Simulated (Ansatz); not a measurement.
# CH2ClF: the cost of one run

Computed with the Python package of Ansatz 0.2.0. Level of theory: B3LYP/def2-SVP.

## 1. The system

Bond lengths: F1–C2 1.308 Å, C2–Cl3 1.778 Å, C2–H4 1.140 Å, C2–H5 1.101 Å. Angles: F1–C2–Cl3 109.3°, F1–C2–H4 109.3°, F1–C2–H5 111.1°, Cl3–C2–H4 111.2°, Cl3–C2–H5 108.6°, H4–C2–H5 107.4°.

The script holds or builds the structure itself.

## 2. Script

The input, run_dimer.py:

```python
'''Binding of a CH2ClF dimer at a trial geometry.'''

import ansatz as az

BASIS_SET = 'def2-SVP'
FUNCTIONAL = 'b3lyp'

FIRST = [
    ('F', (-0.9636, 0.5266, 0.7387)),
    ('C', (0.0613, 0.0864, 0.0565)),
    ('Cl', (-0.466, -1.2328, -1.0119)),
    ('H', (0.8702, -0.2662, 0.7782)),
    ('H', (0.4981, 0.8859, -0.5615)),
]
SECOND = [
    ('F', (2.8837, 3.4249, -0.7593)),
    ('C', (1.8937, 3.4257, -1.6134)),
    ('Cl', (1.101, 5.0167, -1.5936)),
    ('H', (1.1605, 2.5966, -1.3403)),
    ('H', (2.252, 3.2243, -2.6346)),
]

def energy(atoms, ghosts=()):
    molecule = az.Crystal.molecule()
    for symbol, xyz in atoms:
        molecule = molecule.atom(symbol, xyz)
    calc = (
        molecule.calculation()
        .basis(gaussian=BASIS_SET)  # atom-centred Gaussian functions
        .functional(FUNCTIONAL)
    )
    deck = calc.input()
    if ghosts:
        deck = deck.set(az.key.basis.gaussian.ghost_atoms, [{'symbol': s, 'position_ang': list(xyz)} for s, xyz in ghosts])
    return az.Session.from_dict(deck).plan().execute().report['free_energy_ev']


def main() -> None:
    # ghost atoms carry the functions of the partner
    both = energy(FIRST + SECOND)
    alone = energy(FIRST) + energy(SECOND)
    ghosted = energy(FIRST, SECOND) + energy(SECOND, FIRST)
    print(f'dimer {both:.6f} eV')
    print(f'interaction, uncorrected   {(both - alone):8.3f} eV')
    print(f'interaction, counterpoise  {(both - ghosted):8.3f} eV')
    print(f'basis-set superposition    {(alone - ghosted):8.3f} eV')


if __name__ == '__main__':
    main()
```

## 3. The calls as engine input

The engine receives this input (first run):

```yaml
crystal:
  periodic: [false, false, false]
  atoms:
    - { symbol: F, position_ang: [-0.9636, 0.5266, 0.7387] }
    - { symbol: C, position_ang: [0.0613, 0.0864, 0.0565] }
    - { symbol: Cl, position_ang: [-0.466, -1.2328, -1.0119] }
    - { symbol: H, position_ang: [0.8702, -0.2662, 0.7782] }
    - { symbol: H, position_ang: [0.4981, 0.8859, -0.5615] }
    - { symbol: F, position_ang: [2.8837, 3.4249, -0.7593] }
    - { symbol: C, position_ang: [1.8937, 3.4257, -1.6134] }
    - { symbol: Cl, position_ang: [1.101, 5.0167, -1.5936] }
    - { symbol: H, position_ang: [1.1605, 2.5966, -1.3403] }
    - { symbol: H, position_ang: [2.252, 3.2243, -2.6346] }
basis:
  gaussian:
    orbitals: def2-SVP
hamiltonian:
  xc: b3lyp
```

## 4. The run

The run is started by

```console
> python run_dimer.py
```

What time and memory should one allow on 1 thread of Arm Neoverse V1, shared host?

About 11 s, with a peak of 0.28 GiB.
